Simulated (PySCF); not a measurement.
## CN⁺: frontier orbitals

r²SCAN0 at R = 1.231 Å; C def2-SVP, N def2-SVP; no relativity (PySCF 2.14). State: ³Π (triplet), unpaired electrons σ ↑, π ↑. Only the outer orbitals are listed, counted within each symmetry.

| spin | orbital | occ. | ε (eV) | on C (%) | main shells (%) |
| --- | --- | --- | --- | --- | --- |
| α | 3σ | 1 | -39.01 | 39 | 50 N s, 27 C s, 12 C p |
| α | 4σ | 1 | -25.58 | 73 | 54 C s, 20 N s, 19 C p |
| α | 1π | 1 | -23.18 | 43 | 56 N p, 42 C p |
| α | 5σ | 1 | -22.22 | 33 | 44 N p, 28 C p, 23 N s |
| α | 1π | 1 | -21.71 | 50 | 50 C p, 49 N p |
| α | 2π | 0 | -12.18 | 58 | 58 C p, 42 N p |
| α | 2π | 0 | -11.01 | 51 | 50 C p, 49 N p |
| β | 3σ | 1 | -36.81 | 39 | 51 N s, 24 C s, 14 C p |
| β | 4σ | 1 | -22.36 | 20 | 40 N p, 40 N s, 20 C s |
| β | 1π | 1 | -21.13 | 35 | 65 N p, 34 C p |
| β | 1π | 0 | -16.57 | 42 | 58 N p, 40 C p |
| β | 5σ | 0 | -15.25 | 89 | 52 C s, 36 C p, 12 N p |
| β | 2π | 0 | -9.64 | 67 | 66 C p, 33 N p |

**Question.** Which are the highest filled and the lowest empty level, where do they sit, and how wide is the gap?

**Answer.** Highest filled β 1π at -21.13 eV (in %: 65 N p, 34 C p); lowest empty β 1π at -16.57 eV (in %: 58 N p, 40 C p); the gap at r²SCAN0 is 4.56 eV. Both belong to one degenerate shell, split only by its one-sided filling, so this is no excitation gap.

* bond order (Mayer): 2.42
* ⟨S²⟩: 2.026
* charge on C (Mulliken, basis-dependent): 0.68
* charge on C (Löwdin, basis-dependent): 0.62
* dipole moment (positive dipole points towards N; it is taken about the centre of mass and depends on that origin): -2.32 D

The state was picked by a PBE0 search and need not be the measured ground state.
